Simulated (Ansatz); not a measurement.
C4H7N can be A, `C1=NCCC1`, or B, `CC#CNC`.

Computed with Ansatz on PBE0-D4/def2-TZVP structures; ΔE is electronic, products minus reactants. CCSD(T)/CBS adds triple-zeta CCSD(T) − MP2 to the extrapolated MP2 energy (def2 sets, frozen cores). DFT in def2-TZVPP. B3LYP here is the variant with VWN-RPA as its local correlation; programs differ in this.

Q: Which is lower in electronic energy at CCSD(T)/CBS, and by how much? (Best estimate.)

A: Computed: A, by 37.7 kcal/mol.

Q: Give E(B) − E(A) in kcal/mol with B3LYP-D4, r2SCAN-D4, PBE0-D4, B2PLYP, B3LYP, HF/def2-TZVPP, MP2/def2-TZVPP. (Best estimate.)

A: Computed: B3LYP-D4 33.6, r2SCAN-D4 37.1, PBE0-D4 38.7, B2PLYP 33.8, B3LYP 31.8, HF/def2-TZVPP 33.6, MP2/def2-TZVPP 37.1. None reverses the order clearly.

Largest T1 diagnostic: 0.011.

The D4 term adds +1.8 kcal/mol with B3LYP and +0.9 kcal/mol with PBE0; it sums over pairs of atoms, weighted by their polarisabilities, and B3LYP, whose exchange is more repulsive, gets the larger term. From PBE to PBE0 (25 % exact exchange), in def2-TZVPP and without D4, E(B) − E(A) moves by +2.4 kcal/mol.
